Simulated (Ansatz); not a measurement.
in.yaml

```yaml
crystal:
  periodic: [false, false, false]
  atoms:
    - {symbol: Ge, position_ang: [-0.493462, 0.011040, 0.000000]}
    - {symbol: H, position_ang: [-1.004912, 1.457639, 0.000001]}
    - {symbol: H, position_ang: [-1.004911, -0.712260, 1.252791]}
    - {symbol: H, position_ang: [-1.004912, -0.712259, -1.252792]}
    - {symbol: H, position_ang: [1.327538, 0.011040, 0.000000]}
    - {symbol: N, position_ang: [2.482538, 0.011040, 0.000000]}
    - {symbol: H, position_ang: [2.751620, -0.993187, -0.000001]}
basis:
  gaussian: {orbitals: cc-pVDZ}
magnetization: {spin_polarized: true, initial_magnetization: 2}
correlation: {method: ccsdt_q, electrons: outside_noble_gas}
```

```sh
$ ansatz run in.yaml --threads 2 --pin off --events-out ev --progress --plain --max-ram 16896MiB --backend cuda --devices 0, --max-vram 18GiB
```

The program prints:

```
1286 factors; integrals over basis functions are off by at most 2.7e-7 eV
mean field evaluation 1: about -58028.8477 eV, gradient 1.3e1 eV
mean field evaluation 2: about -58028.8802 eV, gradient 1.3e1 eV
mean field evaluation 4: about -58030.1100 eV, gradient 2.1e0 eV
mean field evaluation 8: about -58030.1566 eV, gradient 1.8e-3 eV
mean field evaluation 16: about -58030.0675 eV, gradient 2.0e0 eV
mean field evaluation 32: about -58030.1566 eV, gradient 3.2e-6 eV
mean field evaluation 64: about -58027.5472 eV, gradient 2.1e-1 eV
mean field -58030.15660804 eV, -2132.5689210927 hartree, gradient 3.2e-6 eV, S^2 2.037251; 2 other end points of the search recorded, 0 dependent functions left out
determinant -58030.15660804 eV, -2132.5689210927 hartree, with singles and doubles -58038.04152015 eV, -2132.8586862679 hartree
determinant -58027.58338741 eV, -2132.4743569785 hartree, with singles and doubles -58035.50363883 eV, -2132.7654208499 hartree
15 core orbitals not correlated: weight in the atoms' cores, before any rotation towards them, 0.999 or more for the frozen orbitals, at most 0.000 for the correlated occupied ones
reference -58030.15660804 eV, -2132.5689210927 hartree; 8, 6 occupied and 43, 45 virtual orbitals, 1286 factors
second order -6.63009198 eV of doubles, -0.00000000 eV of singles
cycle   1  -7.51074736 eV  change   -8.8e-1 eV  update   7.7e-2
cycle   2  -7.98972679 eV  change   -4.8e-1 eV  update   3.3e-2
cycle   3  -8.08248091 eV  change   -9.3e-2 eV  update   1.6e-2
cycle   4  -8.08035804 eV  change    2.1e-3 eV  update   6.4e-3
cycle   5  -8.08216008 eV  change   -1.8e-3 eV  update   3.1e-3
cycle   6  -8.08274277 eV  change   -5.8e-4 eV  update   1.4e-3
cycle   7  -8.08249401 eV  change    2.5e-4 eV  update   7.3e-4
cycle   8  -8.08290679 eV  change   -4.1e-4 eV  update   3.5e-4
cycle   9  -8.08310063 eV  change   -1.9e-4 eV  update   1.6e-4
cycle  10  -8.08299895 eV  change    1.0e-4 eV  update   8.1e-5
cycle  11  -8.08296990 eV  change    2.9e-5 eV  update   4.2e-5
cycle  12  -8.08298108 eV  change   -1.1e-5 eV  update   2.0e-5
cycle  13  -8.08299606 eV  change   -1.5e-5 eV  update   9.5e-6
cycle  14  -8.08300847 eV  change   -1.2e-5 eV  update   4.4e-6
cycle  15  -8.08301122 eV  change   -2.8e-6 eV  update   2.0e-6
cycle  16  -8.08301007 eV  change    1.2e-6 eV  update   1.0e-6
perturbative correction -0.01041704 eV, -0.0003828191 hartree
Total energy: -58038.25003515 eV, -2132.8663490529 hartree
```

Ran on 2 threads of AMD EPYC 7R13 with a shared H100 80 GB, shared host: 6 s wall, 0.89 GiB peak host memory.
